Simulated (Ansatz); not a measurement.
# BF2H: the cost of one run

Computed with Ansatz 0.2.0, driven from Python. The levels of theory stand in the script.

### 1 The system

Bond lengths: F1–B2 1.306 Å, B2–F3 1.306 Å, B2–H4 1.168 Å. Angles: F1–B2–F3 115.8°, F1–B2–H4 122.1°, F3–B2–H4 122.1°.

No structure file is read: the coordinates are typed or built in the script.

### 2 The code

Contents of composite_bf2h.py:

```python
'''Relax BF2H cheaply, then refine its energy.'''

import itertools

import ansatz as az
from ase.data import atomic_numbers, covalent_radii
import numpy as np

bf2h = (
    az.Crystal.molecule()
    .atom('F', [1.13469, 0.4599, -0.36463])
    .atom('B', [-0.00261, -0.04291, 0.03414])
    .atom('F', [-1.07565, 0.53061, -0.44049])
    .atom('H', [-0.05642, -0.94759, 0.77098])
)

base = (
    bf2h.calculation()
    .basis(gaussian='def2-SVP')
    .functional('r2SCAN')
)
symbols = [site.symbol for site in bf2h.cartesian_sites]
start = np.array([site.position_ang for site in bf2h.cartesian_sites], dtype=float)
report = base.relax(force_tolerance=0.01, max_steps=100).run(threads=1, pin='off').report
end = np.array(report['positions_ang'])
# pairs closer than 1.2 times the sum of covalent radii, before or after
radius = [covalent_radii[atomic_numbers[s]] for s in symbols]
span = lambda where, i, j: np.linalg.norm(where[i] - where[j])
bonded = [(i, j) for i, j in itertools.combinations(range(len(symbols)), 2) if min(span(start, i, j), span(end, i, j)) < 1.2 * (radius[i] + radius[j])]
print('pair        before    after (A)')
for i, j in bonded:
    print(f'{symbols[i]}{i}-{symbols[j]}{j}'.ljust(10), f'{span(start, i, j):8.4f} {span(end, i, j):8.4f}')

minimum = az.Crystal.molecule()
for symbol, place in zip(symbols, end):
    minimum = minimum.atom(symbol, place.tolist())
at_minimum = minimum.calculation()
# MP2 extrapolated to the basis limit, plus the small-basis difference CCSD(T) - MP2
level = lambda method, basis: at_minimum.basis(gaussian=basis).correlation(method).run(threads=1, pin='off').report
small, large, cluster = level('mp2', 'cc-pVDZ'), level('mp2', 'cc-pVTZ'), level('ccsd_t', 'cc-pVDZ')
corr = lambda each: (each['free_energy_ev'] - each['reference_energy_ev']) / 27.211386246
mp2_limit = (27 * corr(large) - 8 * corr(small)) / 19
pieces = {'HF / cc-pVTZ': large['reference_energy_ev'] / 27.211386246, 'MP2 correlation, DZ-TZ limit': mp2_limit, 'CCSD(T) - MP2 / cc-pVDZ': corr(cluster) - corr(small)}
for name, value in pieces.items():
    print(f'{name:32s} {value:14.6f} Ha')
print(f'{"sum":32s} {sum(pieces.values()):14.6f} Ha')
print('T1 diagnostic', round(cluster['correlation']['coupled_cluster']['t1_diagnostic'], 4))
```

### 3 The calls as engine input

The package turns the script's settings into the engine's input (first run):

```yaml
crystal:
  periodic: [false, false, false]
  atoms:
    - { symbol: F, position_ang: [1.13469, 0.4599, -0.36463] }
    - { symbol: B, position_ang: [-0.00261, -0.04291, 0.03414] }
    - { symbol: F, position_ang: [-1.07565, 0.53061, -0.44049] }
    - { symbol: H, position_ang: [-0.05642, -0.94759, 0.77098] }
basis:
  gaussian:
    orbitals: def2-SVP
hamiltonian:
  xc: r2scan
relax:
  f_tol: 0.01
  max_steps: 100
```

### 4 Launch

Command:

```sh
$ python composite_bf2h.py
```

Q: Estimate wall time and peak memory on 1 thread of Arm Neoverse V1, shared host.

About 9.7 s, with a peak of 0.21 GiB.
